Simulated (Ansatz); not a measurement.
```yaml
crystal:
  periodic: [false, false, false]
  atoms:
    - {symbol: N, position_ang: [0.000000, 0.000000, 0.000000]}
    - {symbol: O, position_ang: [0.000000, 0.000000, 1.274100]}
basis:
  gaussian: {orbitals: def2-TZVP}
total_charge: 1
magnetization: {spin_polarized: true, initial_magnetization: 2}
hamiltonian: {xc: pbe0}
relax: {f_tol: 0.004, max_steps: 80}
```

```sh
$ ansatz run in.yaml --threads 1 --pin off --events-out ev --progress --plain --max-ram 2176MiB
```

Steps of the relaxation (energy above the last step; positions in Å, forces in eV/Å):

```
2
step 1, 1.1 meV
N     0.000    0.000    0.000    0.000    0.000    0.357
O     0.000    0.000    1.274    0.000    0.000   -0.357
```

```
2
step 2, 0.1 meV
N     0.000    0.000    0.002    0.000    0.000    0.120
O     0.000    0.000    1.272    0.000    0.000   -0.120
```

```
2
step 3, 0.0 meV
N     0.000    0.000    0.003    0.000    0.000   -0.002
O     0.000    0.000    1.271    0.000    0.000    0.002
```

Close pairs at the end: N1–O2 1.268 Å.

A stationary point of unrestricted PBE0 after 3 steps, with ⟨S²⟩ = 2.006 against 2.00 for a pure state. 4.7 s on 1 thread of AMD EPYC 7R43, shared host.
